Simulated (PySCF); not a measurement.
Calculation: PBE-D3(BJ)/def2-TZVP // PBE0-D3(BJ)/def2-TZVP in PySCF. Isolated molecules, 0 K electronic values unless said otherwise. One relaxed conformer stands for a flexible species; it need not be the lowest. 

Reference species (SMILES): `C=C=C` (neutral, multiplicity 1).

* **LUMO**: -0.70 eV
* **HOMO–LUMO gap**: 5.85 eV

Changed species: `C(=C)=CO[SiH3]` (X = siloxy; the reference has X = H).

**Question.** Predict the effect on the LUMO and HOMO–LUMO gap.

**Answer.** the LUMO falls by 0.73 eV, to -1.43 eV; the HOMO–LUMO gap falls by 1.62 eV, to 4.23 eV.
